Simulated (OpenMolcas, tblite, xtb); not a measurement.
**CH5SSi (SMILES [CH2]S[SiH3]): methods side by side**

CH5SSi has 8 atoms, charge 0, and is taken as a doublet. SMILES: `[CH2]S[SiH3]`. The coordinates come from a GFN2-xTB relaxation. This is one conformer, not always the lowest.

```xyz
8

C    -0.7399    0.7623   -1.2592
S    -0.7635   -0.8313   -0.6354
Si    0.6100   -0.6070    1.0282
H    -0.1169    0.9758   -2.1059
H    -1.5530    1.4203   -1.0163
H     0.0524    0.4076    1.9137
H     0.6172   -1.9446    1.5912
H     1.8936   -0.1832    0.4838
```

Quantity: the dipole moment, in D. The values are calculated.

```
                              level            kind     program  value (D)   CPU time
                          IPEA1-xTB  semi-empirical      tblite       1.49  under 2 s
                           GFN2-xTB  semi-empirical      tblite       2.58  under 2 s
                           GFN0-xTB  semi-empirical         xtb       1.88  under 2 s
                           GFN1-xTB  semi-empirical         xtb       1.00  under 2 s
                         UHF/STO-3G    Hartree–Fock  OpenMolcas       1.46      2.1 s
                          UHF/3-21G    Hartree–Fock  OpenMolcas       2.33      2.4 s
  UHF/6-31+G* (spherical functions)    Hartree–Fock  OpenMolcas       1.77        7 s
                       UHF/def2-SVP    Hartree–Fock  OpenMolcas       1.55      6.7 s
UB3LYP/6-31G* (spherical functions)   global hybrid  OpenMolcas       1.46       28 s
UB3LYP/6-31G* (Cartesian functions)   global hybrid  OpenMolcas       1.46       29 s
```

The values span 1.00 to 2.58 D. Sets without polarisation functions give poor dipoles. Without the sets that lack polarisation functions the rows with a basis span only 1.46 to 1.77 D. Times are those of the runs behind each value, whatever else they computed, on shared processors of several kinds: orders of magnitude only.
